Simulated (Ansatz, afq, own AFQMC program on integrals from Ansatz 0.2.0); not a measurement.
SiH3⁺, singlet: AFQMC among the cluster methods

```yaml
atoms:
  - { symbol: Si, position_ang: [0.0000, 0.0000, 0.0000] }
  - { symbol: H, position_ang: [1.9238, 0.0186, -0.0001] }
  - { symbol: H, position_ang: [-0.9780, 1.6568, -0.0038] }
  - { symbol: H, position_ang: [-0.9458, -1.6754, 0.0039] }
```

Basis cc-pVDZ. Noble-gas cores (and the filled d shells of Ga–Kr and In–Xe) are frozen. Integrals, coupled cluster, full CI and functionals: Ansatz 0.2.0; the random walks run on the same integrals in our own AFQMC program. The CISD trial takes its coefficients from CCSD amplitudes. Released means that phaseless walkers are propagated on without the constraint, phases kept. Error bars are statistical, one sigma.

Determinant: RHF, the one that the program's search chose, which needn't be the lowest solution. The geometry is a point of a scan.

Full CI on the same integrals is exact in this basis and with this determinant's frozen core.

Cautions: the released energies are still falling, so no released level is given (meV from the phaseless value at times in 1/Eh: 1.8 ± 2.5 at 0.24, -0.2 ± 1.6 at 0.51, -1.8 ± 2.2 at 0.99, -5.7 ± 1.6 at 1.62, -8.8 ± 2.2 at 2.40), though the last usable value meets full CI within the noise.

```
T1 diagnostic                               : 0.0164
weight of the determinant in the CISD state : 0.885
size of the correlated space                : 6 electrons in 28 orbitals
```

```csv
level,correlation energy (eV)
MP2,-2.5796
CCSD,-3.5011
CCSD(T),-3.6016
```

Question: Estimate where phaseless AFQMC with a CISD trial lies against CCSD(T) on the same integrals.

Answer: 1.23 ± 0.11 mEh below CCSD(T).

Reference: full CI, correlation energy -3.647 eV.

```json
{"level": "CCSD(T)", "E − E(reference) (mEh)": "1.68", "share of correlation (%)": "98.75"}
{"level": "CCSDT", "E − E(reference) (mEh)": "0.29", "share of correlation (%)": "99.78"}
{"level": "CCSDT(Q)", "E − E(reference) (mEh)": "0.08", "share of correlation (%)": "99.94"}
{"level": "CCSDTQ", "E − E(reference) (mEh)": "0.00", "share of correlation (%)": "100.00"}
{"level": "ph-AFQMC/CISD", "E − E(reference) (mEh)": "0.44 ± 0.11", "share of correlation (%)": "99.67"}
```

CCSDT and higher add their correlation energy to the determinant of the CCSD(T) run, since their own runs factorise the integrals more tightly (a shift of under 2 meV). A walk keeps the symmetry of its determinant, which the program's search chose and which needn't be the lowest solution, so a lower state of the same spin and another symmetry isn't excluded.
